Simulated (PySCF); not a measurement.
Ionisation of methylketene

System: methylketene, `CC=C=O` (C3H4O). Numbering: `[CH3:1][CH:2]=[C:3]=[O:4]`

These are calculated values, ωB97X-D3(BJ)/ma-def2-TZVP in PySCF (grid level 2) at geometries from PBE0-D3(BJ)/def2-SVP. The prefix ma- adds one diffuse s and one diffuse p function on all atoms but H. ωB97X-D3(BJ) is ωB97X-V with D3(BJ) in place of VV10. Zero-point and thermal terms (298.15 K, 1 bar) come from unscaled PBE0-D3(BJ)/def2-SVP harmonic frequencies, with soft modes damped to free rotors in the entropy.

Frontier levels of the parent: HOMO -8.98 eV, LUMO 0.93 eV.

Oxidation to the radical cation:
| Property | Result |
| --- | --- |
| Vertical ionisation energy (electronic) | 9.08 eV |
| Adiabatic ionisation energy (with zero-point energy) | 8.86 eV |
| Adiabatic, electronic part | 8.89 eV |
| Vertical gap at the product's structure | 8.65 eV |
| Inner reorganisation energy (four-point) | 433 meV |
| Relaxation of product / of parent | 194 / 238 meV |
| ⟨S²⟩ of the product | 0.757 |
| Largest spin populations | C2 0.65, O4 0.24 |
| Largest changes of atomic charge | C2 0.33, O4 0.27, C3 0.14, H (on C1) 0.08 |
| Distances that move most (Å) | C2–C3 1.317 → 1.380; C3–O4 1.164 → 1.129; C1–C2 1.504 → 1.470; C2–H 1.094 → 1.102 |
| Potential in THF | 6.50 V absolute, 1.76 V against Fc+/Fc computed at 4.74 V (solvation -9 → -234 kJ/mol) |

Solvents are IEF-PCM continua (electrostatics only, gas-phase structures); absolute potentials refer to an electron at rest in vacuum. Fc+/Fc in THF, 4.74 V, is ωB97X-D3(BJ)/ma-def2-TZVP on PBE0-D3(BJ)/def2-SVP structures with GFN2-xTB thermal terms. Benchmark calculations put it near 5.0 V in acetonitrile and DMSO, so it is about 0.3 V low, and the value against it can read up to that much too high.

Measured values (NIST Chemistry WebBook, evaluated or the median of agreeing entries): vertical ionisation energy 8.95 eV (computed 9.08, difference 0.13).
